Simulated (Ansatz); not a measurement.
fcc Cu was calculated with LDA in Ansatz (plane waves, PAW).

Numerical settings: plane-wave cutoff 520 eV, 18×18×18 k mesh, Fermi–Dirac smearing 0.1 eV, perturbation theory, force constants from a 6×6×6 q mesh, no spin polarisation, scalar-relativistic PAW data made under PBE.

Computed at the level's own relaxed cell. Harmonic vibrational thermodynamics at fixed volume:

```json
[
 {"T (K)": "200", "S_vib (J/K per mol of atoms)": "21.43", "C_V (J/K per mol of atoms)": "21.52", "F_vib (eV/atom)": "0.0149"},
 {"T (K)": "400", "S_vib (J/K per mol of atoms)": "37.38", "C_V (J/K per mol of atoms)": "24.01", "F_vib (eV/atom)": "-0.0476"},
 {"T (K)": "500", "S_vib (J/K per mol of atoms)": "42.77", "C_V (J/K per mol of atoms)": "24.34", "F_vib (eV/atom)": "-0.0892"},
 {"T (K)": "600", "S_vib (J/K per mol of atoms)": "47.23", "C_V (J/K per mol of atoms)": "24.52", "F_vib (eV/atom)": "-0.1359"},
 {"T (K)": "700", "S_vib (J/K per mol of atoms)": "51.02", "C_V (J/K per mol of atoms)": "24.63", "F_vib (eV/atom)": "-0.1869"},
 {"T (K)": "800", "S_vib (J/K per mol of atoms)": "54.31", "C_V (J/K per mol of atoms)": "24.70", "F_vib (eV/atom)": "-0.2415"},
 {"T (K)": "900", "S_vib (J/K per mol of atoms)": "57.22", "C_V (J/K per mol of atoms)": "24.75", "F_vib (eV/atom)": "-0.2994"}
]
```

The crystal is taken as a harmonic solid at every temperature: melting, phase changes and thermal expansion are not seen, nor the electrons' share in a metal.

Ansatz is a quantum-chemistry and plane-wave program.
